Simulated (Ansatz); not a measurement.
Process, species as SMILES: [S+]#[C-] (C-S) + 3 [H][H] (H2) → C (CH4) + S (H2S)
B3LYP-D3(BJ)/def2-TZVP geometries, fixed; electronic energies without zero-point terms.

Basis-set convergence of the energy of full hydrogenation at PBE with Ansatz (a quantum-chemistry and plane-wave program). Cartesian d functions, on some or all atoms, in 6-31+G*, 6-311+G**; all else is spherical. The program fits the integrals of some runs and decomposes those of others, by size. No added dispersion term, no relativity. Functions are those of the species that has most. Reference: the value in aug-pcseg-3, -108.80 kcal/mol, itself unsure by roughly 0.11 kcal/mol (its mean distance from aug-cc-pV(Q+d)Z, def2-QZVPPD, pcseg-3). Deviations are taken from unrounded values.

```tsv
basis	functions
pcseg-0	22
pcseg-1	34
6-31+G*	42
6-311+G**	53
aug-pcseg-1	59
6-311++G(2d,2p)	67
pcseg-2	86
6-311++G(3df,3pd)	111
aug-pcseg-2	138
pcseg-3	192
aug-pcseg-3	281
```

### Question
Which is the smallest set listed that can be trusted to 4 kcal/mol here, that is, within that of the reference together with its larger relatives (same family, alike in diffuse functions; a set with none to test it counts only in the reference's own line)?

### Answer
The smallest set listed that lies within 4 kcal/mol of the reference with all its larger relatives (same family, alike in diffuse functions; a set with none counts only in the reference's own line) is pcseg-1 (34 functions, -1.47 kcal/mol off). Value minus reference: pcseg-0 -6.39, pcseg-1 -1.47, 6-31+G* 2.25, 6-311+G** 0.58, aug-pcseg-1 -0.83, 6-311++G(2d,2p) -0.78, pcseg-2 -0.29, 6-311++G(3df,3pd) -0.51, aug-pcseg-2 -0.54, pcseg-3 -0.13, aug-pcseg-3 0.00 kcal/mol.
